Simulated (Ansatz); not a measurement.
Two structures, one formula

Two relaxed structures of CH2BN, singlet (PBE0-D4/def2-TZVP; forces vanish, vibrations not checked).

A:

```json
{"atom": "B1", "x (Å)": "-0.5471", "y (Å)": "-0.4720", "z (Å)": "-0.1461"}
{"atom": "C2", "x (Å)": "-0.5419", "y (Å)": "1.0702", "z (Å)": "-0.2425"}
{"atom": "N3", "x (Å)": "0.5174", "y (Å)": "0.3482", "z (Å)": "0.1444"}
{"atom": "H4", "x (Å)": "-0.8940", "y (Å)": "-1.5982", "z (Å)": "-0.1860"}
{"atom": "H5", "x (Å)": "1.4617", "y (Å)": "0.5887", "z (Å)": "0.4330"}
```

B:

```
5
angstrom
B -0.7519 1.0727 -0.3950
C -0.5418 -0.3333 -0.1699
N 0.4353 0.4726 0.1326
H -0.6121 -1.4137 -0.0881
H -1.2607 2.0923 -0.6983
```

Computed with Ansatz 0.2.0 (basis: def2-TZVPP); correlated methods freeze the cores. B3LYP uses VWN-RPA correlation.

Which structure is lower at CCSD(T), and by how much? (An estimate is asked for; the value comes from the calculation.)

Computed: B, by 135.9 kJ/mol (electronic energy, against the other). By their contacts, A is CH₂BN ([BH]1[C][NH]1) and B is CH₂BN ([BH]1[CH][N]1).

All methods give the same order:

| method | E(B) − E(A) (kJ/mol) |
| --- | --- |
| PBE-D4 | -138.3 |
| r2SCAN-D4 | -140.2 |
| PBE0-D4 | -138.4 |
| B3LYP-D4 | -137.1 |
| wB97M-V | -133.8 |
| HF | -132.4 |
| MP2 | -147.4 |
| CCSD | -134.4 |
| CCSD(T) | -135.9 |

The T1 diagnostic stays at or below 0.014.

Labels in which every atom is bracketed show which atoms are joined, not bond orders.

For scale, one of the runs: CCSD(T)/def2-TZVPP, 121 basis functions, launched by `ansatz run in.yaml --threads 2 --pin off --events-out ev --progress --plain --max-ram 4352MiB`. The run took about 4.7 s on 2 CPU threads of an Arm Neoverse V2 (shared host).
